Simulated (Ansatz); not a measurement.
Reaction (atomization): `BSB` → 2 B• + 4 H• + S•

Program: Ansatz. Geometries: PBE0-D4/def2-TZVP. ΔE: electronic, gas phase. CCSD(T)/CBS adds triple-zeta CCSD(T) − MP2 to the extrapolated MP2 energy (def2 sets, frozen cores). This one scheme is used for every species, atoms too. DFT in def2-TZVPP. B3LYP here is the variant with VWN-RPA as its local correlation; programs differ in this. No spin–orbit coupling; open shells (•) take unrestricted orbitals. Spin–orbit coupling would lower the free atoms: a little for B, S.

```json
{"level": "BLYP-D4", "ΔE (kJ/mol)": "2348.8"}
{"level": "B3LYP", "ΔE (kJ/mol)": "2351.0"}
```

(1) What does CCSD(T)/CBS give? (An estimate is asked.)

Largest T1 diagnostic among the species: 0.014.

Results:

(1) The calculation gave: +2339.9 kJ/mol. The listed levels differ from it by 8.9, 11.1 kJ/mol.

The D4 term adds +17.7 kJ/mol with B3LYP and +9.0 kJ/mol with PBE0; it sums over pairs of atoms, weighted by their polarisabilities, and B3LYP, whose exchange is more repulsive, gets the larger term. In def2-TZVPP, CCSD(T) changes the Hartree–Fock value by +431.4 kJ/mol (the triples alone add +27.7 kJ/mol) and MP2 by +462.5 kJ/mol; breaking electron pairs costs correlation energy, which Hartree–Fock lacks.

For atomizations the MP2-based limit and the directly extrapolated one differ by several kJ/mol either way, and by 10 to 25 for some Ge, Se and Sn compounds, so smaller differences from it don't rank the levels.
